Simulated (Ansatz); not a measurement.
1T (CdI2-type) HfTe₂, treated with rVV10 (PAW; Ansatz, a program for electronic structure).

Numerical settings: plane-wave cutoff 520 eV, 18×18×8 k mesh (along the axes of the cell as run), Fermi–Dirac smearing 0.05 eV, scalar-relativistic PAW data made under PBE.

Properties against volume:

Shape and atoms are relaxed at each volume.

```json
[
 {"V (Å³/atom)": "30.122", "P (GPa)": "1.33", "c (Å)": "6.619", "a (Å)": "3.970"},
 {"V (Å³/atom)": "30.750", "P (GPa)": "0.61", "c (Å)": "6.681", "a (Å)": "3.993"},
 {"V (Å³/atom)": "31.377", "P (GPa)": "0.00", "c (Å)": "6.748", "a (Å)": "4.013"},
 {"V (Å³/atom)": "32.005", "P (GPa)": "-0.50", "c (Å)": "6.824", "a (Å)": "4.031"},
 {"V (Å³/atom)": "32.632", "P (GPa)": "-0.91", "c (Å)": "6.908", "a (Å)": "4.045"}
]
```

Note: the relaxation could not lower the start's symmetry, so the cell can be a saddle point above a distorted one; the bulk modulus comes from volumes at which shape and atoms were relaxed.
